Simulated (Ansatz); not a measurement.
Antifluorite Mg₂Sn, treated with PBE-D3(BJ) (plane waves, PAW; Ansatz, an electronic-structure program).

Run with plane-wave cutoff 520 eV, 10×10×10 k mesh, Fermi–Dirac smearing 0.01 eV, scalar-relativistic PAW data made under PBE.

Pressure at four volumes; x = ln(V/25.194 Å³). One pressure is withheld.

| V (Å³/atom) | x | P (GPa) |
|---|---|---|
| 23.682 | -0.0619 | 3.18 |
| 25.194 | 0.0000 | 0.00 |
| 26.201 | 0.0392 | -1.62 |
| 26.705 | 0.0582 | ? |

### Question
Pass a parabola P(x) through the three rows shown, estimate the bulk modulus and its pressure derivative near zero pressure, and predict the withheld pressure.

### Answer
Slopes between the rows: (0.00 − (3.18))/(0.0000 − (-0.0619)) = -51.37 and (-1.62 − (0.00))/(0.0392 − (0.0000)) = -41.33 GPa. Their difference over the span 0.1011 is c = 10.04/0.1011 = 99.3 GPa, so P(x) = 3.18 + (-51.37)(x − (-0.0619)) + 99.3 (x − (-0.0619))(x − (0.0000)). At the middle row B = −dP/dx = −[-51.37 + 99.3 × 0.0619] = 45.2 GPa, and B′ = dB/dP = 2c/B = 4.4. At x = 0.0582 the parabola gives -2.30 GPa; the run gives -2.30 GPa. The Birch–Murnaghan fit to the energies at all volumes has B0 = 45.0 GPa and B′ = 4.4.

Note: the gap of the solid is closed in this run; this level leaves the solid without a gap, although one is measured.

Spin–orbit coupling is not included; it can open a gap where bands touch, and shift volumes and moduli.
